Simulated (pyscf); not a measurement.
PySCF, gas phase, ωB97X-D3(BJ)/def2-SVP geometries.

Estimate by transition-state theory the rate constant of H₂P–GeH₃ (SMILES [PH2][GeH3]) + H₂ (SMILES [H][H]) → PH₃ (SMILES P) + GeH₄ (SMILES [GeH4]) (singlet surface; Ge–P, H–H broken, H–P, Ge–H formed) at 900 K, with ωB97M-D3(BJ)/def2-TZVP energies (ideal gas, 1 atm, RRHO with modes under 100 cm⁻¹ raised to 100, one conformer, R ln 2 for chiral ones without a mode under 150 cm⁻¹; no tunnelling).

The electronic barrier is 63.2 kcal/mol and the thermal terms add +25.6, so ΔG‡ = 88.7 kcal/mol. With k_BT/h = 1.88e+13 s⁻¹ and RT = 1.788 kcal/mol, and a volume of 1.23e-19 cm³ per molecule at 1 atm, k = 6.6e-28 cm³ molecule⁻¹ s⁻¹. Wigner's tunnelling factor for 1668i cm⁻¹ would be 1.30. A shift of 1 kcal/mol in the barrier changes k by a factor 1.7. This is the saddle that the search found; another between the same sides may lie lower. Elements up to Kr have no core potential and no relativistic terms here.
